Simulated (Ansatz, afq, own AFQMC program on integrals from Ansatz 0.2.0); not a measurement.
Where AFQMC and coupled cluster stand for CH4Si, singlet

```xyz
6

Si    0.0000    0.0481    0.7272
C     0.0000   -0.1730   -1.8122
H     0.0000    1.3659    1.4280
H     1.2153   -0.7176    1.1278
H    -1.2153   -0.7176    1.1278
H     0.0000    0.7910   -2.3524
```

Connectivity, by distances: SiH3 ··· CH.

Basis 6-31G. Only valence electrons are correlated. AFQMC by an in-house program on the Cholesky factors that Ansatz 0.2.0 writes for its CCSD(T) run. The CISD trial takes its coefficients from CCSD amplitudes. Released means that phaseless walkers are propagated on without the constraint, phases kept. Uncertainties: one standard error, sampling alone.

Determinant: RHF, the one that the program's search chose, which needn't be the lowest solution. The geometry is a point of a scan.

No full CI on the walks' own integrals is used here; CCSDT(Q) serves as the reference and is uncertain by about the last step of the cluster series.

Cautions: higher spins were not checked; restricted determinant unstable towards unrestricted (UHF 550 meV lower, ⟨S²⟩ 0.90); the released energies are still falling, so no released level is given (meV from the phaseless value at times in 1/Eh: -6 ± 15 at 0.24, -10 ± 14 at 0.51, -36 ± 17 at 0.99, -68 ± 22 at 1.62, -55 ± 31 at 2.40), though the last usable value meets CCSDT(Q) within the noise; CCSDT(Q) on the UHF determinant differs (470 meV lower), perhaps since the unrestricted series falls towards higher spin.

```
T1 diagnostic                               : 0.0152
weight of the determinant in the CISD state : 0.859
size of the correlated space                : 12 electrons in 24 orbitals
```

| level | correlation energy (eV) |
| --- | --- |
| MP2 | -3.4762 |
| CCSD | -4.6662 |
| CCSD(T) | -4.7816 |

(1) Estimate where phaseless AFQMC with a CISD trial lies against CCSD(T) on the same integrals.

(1) 0.0 ± 1.3 kJ/mol below CCSD(T). The gap is under twice the noise, so this walk alone can't tell the two apart.

Reference: CCSDT(Q), correlation energy -4.818 eV.

| level | E − E(reference) (kJ/mol) | share of correlation (%) |
| --- | --- | --- |
| CCSD(T) | 3.5 | 99.24 |
| CCSDT | 0.8 | 99.82 |
| ph-AFQMC/CISD | 3.5 ± 1.3 | 99.24 |

A walk keeps the symmetry of its determinant, which the program's search chose and which needn't be the lowest solution, so a lower state of the same spin and another symmetry isn't excluded.
